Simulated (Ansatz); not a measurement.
`CNN` → `[CH2]` (triplet) + `NN` at 600 K and 1 bar (formal loss of a carbene).

Gas-phase electronic energies from Ansatz, PBE0-D4/def2-TZVP geometries. CCSD(T)/CBS is the MP2 limit (def2-TZVPP, def2-QZVPP) plus CCSD(T) − MP2 in def2-TZVPP, frozen cores. This one scheme is used for every species. Triplets are unrestricted, without spin–orbit coupling. One conformer a species, not always the lowest.

```
          species  CCSD(T)/CBS energy (Eh)  H − E (kJ/mol)  S (J/(mol·K))
            `CNN`               -151.01675           254.6          327.5
`[CH2]` (triplet)                -39.09499            66.5          220.8
             `NN`               -111.76471           169.7          269.8
```

H − E and S are ideal-gas, rigid-rotor, harmonic terms from PBE0-D4/def2-TZVP, for one conformer and one mirror image of each species, with the whole ground term of open shells counted as degenerate. 1 Eh = 2625.50 kJ/mol, R = 8.31446 J/(mol·K).

Problem. By hand: ΔE, ΔH, ΔS and ΔG.

Solution. ΔE = (-39.09499) + (-111.76471) − (-151.01675) = 0.15705 Eh = 412.3 kJ/mol. Δ(H − E) = 66.5 + 169.7 − 254.6 = -18.4, so ΔH = 393.9 kJ/mol. ΔS = 220.8 + 269.8 − 327.5 = 163.1 J/(mol·K). ΔG = 393.9 − 600 × (163.1)/1000 = 296.0 kJ/mol.

Problem. By hand: the equilibrium constant, and the temperature at which ΔG would vanish if ΔH and ΔS stayed fixed.

Solution. log₁₀ K = −ΔG/(RT ln 10) = -25.8. ΔG = 0 at ΔH/ΔS = 2415 K.

The number of gas molecules changes by +1, which sets the sign of ΔS. A doubt of 5 kJ/mol in ΔE shifts log₁₀ K by 0.4 here. Other conformers and mirror images would add mixing entropy, several J/(mol·K) or more a flexible species. A triplet takes part, so the spin changes. These are equilibria of isolated gas molecules and say nothing of rates. Largest T1 diagnostic: 0.011 (customary marks: 0.02 for closed shells, 0.045 for open ones).
